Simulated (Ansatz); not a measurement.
# HSE06/def2-TZVPPD run of NH3 (ammonia)

Aim: the energy change on altering one bond length of NH3 (ammonia) at HSE06/def2-TZVPPD, from 2 runs. 

The results are computed with Ansatz 0.2.0.

29 further runs of the same task are left out: 29 set aside as unsound or not needed.

### Step 1. Starting point

NH3 has 4 atoms, charge 0, and is taken as a singlet. As SMILES, `N`. The coordinates come from a PBE0-D4/def2-TZVP relaxation.

Bond lengths: N1–H2 1.013 Å, N1–H3 1.013 Å, N1–H4 1.013 Å. Angles: H2–N1–H3 107.1°, H2–N1–H4 107.1°, H3–N1–H4 107.1°.

### Step 2. The energy at HSE06/def2-TZVPPD

Contents of job.yaml:

```yaml
basis:
  gaussian:
    orbitals: def2-TZVPPD.json
crystal:
  periodic: [false, false, false]
  atoms:
    - {symbol: N, position_ang: [-0.069910, 0.249470, 0.110930]}
    - {symbol: H, position_ang: [0.490470, -0.301820, 0.749180]}
    - {symbol: H, position_ang: [-0.887480, -0.301940, -0.118910]}
    - {symbol: H, position_ang: [0.466920, 0.354280, -0.741200]}
accuracy: high
hamiltonian:
  xc: {name: HSE06}
output:
  orbitals: {seedname: orbitals}
magnetization:
  spin_polarized: false
  initial_magnetization: 0
```

The basis set def2-TZVPPD is read from a file made from the Basis Set Exchange's data (not shown).

Run with:

```sh
$ ansatz run job.yaml --threads 1 --pin off --max-ram 3480MiB --events-out events.jsonl --progress --plain --runs-dir runs
```

Standard output:

```text
Warning: RAYON_NUM_THREADS=1 ignored (pool sized by the plan → 1); use --threads N
Functional definition: HSE06
  name "HSE06"
  parameter a = 0.25
  parameter omega = 0.11/bohr
  exchange = pbe_x - a*pbe_x_sr(omega) + a*exact_x_sr(omega)
  correlation = pbe_c
1413 factors; integrals over basis functions are off by at most 3.1e-9 eV
71 factors; integrals over basis functions are off by at most 1.4e-9 eV
mean field evaluation 1: about -1532.0839 eV, gradient 5.6e1 eV
mean field evaluation 2: about -1523.3048 eV, gradient 8.0e1 eV
mean field evaluation 4: about -1537.8249 eV, gradient 5.6e-1 eV
mean field evaluation 8: about -1537.8255 eV, gradient 3.5e-3 eV
mean field evaluation 16: about -1537.8255 eV, gradient 6.1e-8 eV
mean field -1537.82554052 eV, -56.5140462385 hartree, gradient 6.1e-8 eV, S^2 0.000000; 0 other end points of the search recorded, 0 dependent functions left out
reference -1537.82554338 eV, -56.5140463437 hartree; 5, 5 occupied and 83, 83 virtual orbitals, 1413 factors
Total energy: -1537.82554338 eV, -56.5140463437 hartree
```

It took 2.8 s on 1 thread of Arm Neoverse V1, shared host; peak memory 0.16 GiB.

### Step 3. The distorted shape at the same level

Contents of in.yaml:

```yaml
crystal:
  periodic: [false, false, false]
  atoms:
    - {symbol: N, position_ang: [-0.338349, 0.197060, 0.537033]}
    - {symbol: H, position_ang: [0.222031, -0.354230, 1.175283]}
    - {symbol: H, position_ang: [-1.155919, -0.354350, 0.307193]}
    - {symbol: H, position_ang: [0.466920, 0.354280, -0.741200]}
basis:
  gaussian:
    orbitals: def2-TZVPPD.json
hamiltonian:
  xc: hse06
accuracy: high
output: {orbitals: {seedname: orbitals}}
```

The basis set def2-TZVPPD is read from a file made from the Basis Set Exchange's data (not shown).

Run with:

```sh
$ ansatz run in.yaml --threads 1 --pin off --max-ram 3480MiB --events-out events.jsonl --progress --plain --runs-dir runs
```

Standard output (excerpt; [...] marks lines left out):

```text
Warning: RAYON_NUM_THREADS=1 ignored (pool sized by the plan → 1); use --threads N
[... 6 set-up lines as earlier in the session ...]
1426 factors; integrals over basis functions are off by at most 2.8e-9 eV
75 factors; integrals over basis functions are off by at most 1.4e-9 eV
mean field evaluation 1: about -1528.4935 eV, gradient 5.7e1 eV
mean field evaluation 2: about -1507.4372 eV, gradient 9.8e1 eV
mean field evaluation 4: about -1535.4715 eV, gradient 1.9e0 eV
mean field evaluation 8: about -1535.4845 eV, gradient 6.1e-2 eV
mean field evaluation 16: about -1535.4845 eV, gradient 3.8e-7 eV
mean field -1535.48449281 eV, -56.4280143218 hartree, gradient 2.4e-8 eV, S^2 0.000000; 0 other end points of the search recorded, 0 dependent functions left out
reference -1535.48449577 eV, -56.4280144307 hartree; 5, 5 occupied and 83, 83 virtual orbitals, 1426 factors
Total energy: -1535.48449577 eV, -56.4280144307 hartree
```

Run time: 2.8 s. Hardware: 1 thread of Arm Neoverse V1, shared host; peak memory 0.16 GiB.

### Step 4. What came out

Level: HSE06/def2-TZVPPD.

```
                                                         quantity         value
                                        first shape: total energy  -56.51405 Eh
                                         first shape: HOMO energy      -7.28 eV
                                         first shape: LUMO energy       0.03 eV
                                       first shape: HOMO–LUMO gap       7.31 eV
                                    distorted shape: total energy  -56.42801 Eh
                                     distorted shape: HOMO energy      -7.27 eV
                                     distorted shape: LUMO energy      -1.55 eV
                                   distorted shape: HOMO–LUMO gap       5.72 eV
energy change with the N1–H4 bond stretched from 1.013 to 1.519 Å      2.341 eV
```

In words: With the N1–H4 bond stretched from 1.013 to 1.519 Å the energy rises by 2.34 eV (226 kJ/mol). The first shape isn't relaxed at this level, so the change isn't measured from a minimum.
